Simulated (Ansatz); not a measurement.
We consider black phosphorus, described by PBEsol in Ansatz (PAW).

Numerical settings: plane-wave cutoff 520 eV, 12×12×8 k mesh (along the axes of the cell as run), Fermi–Dirac smearing 0.01 eV, scalar-relativistic PAW data made under PBE.

Starting structure:

```
P
1.0
    1.65500    -5.24000     0.00000
    1.65500     5.24000     0.00000
    0.00000     0.00000     4.38000
P
4
Cartesian
  1.65500   4.17418   4.02697
  1.65500   1.06582   1.83697
  1.65500  -1.06582   2.54303
  1.65500  -4.17418   0.35303
```

Task: Into what structure does the relaxation of cell and atoms lead at this level, with the symmetry of the start kept?

Result: The volume falls by 5.7 %; final space group Cmce.
```
P
1.0
    1.65862    -5.14743     0.00000
    1.65862     5.14743     0.00000
    0.00000     0.00000     4.19482
P
4
Direct
  0.10526   0.89474   0.92717
  0.39474   0.60526   0.42717
  0.60526   0.39474   0.57283
  0.89474   0.10526   0.07283
```

Note: the solid has no gap at this level, which affects its response; the cell comes from a level without a dispersion term, which matters for the spacing of layers, chains or molecules.

Ansatz is a first-principles code.
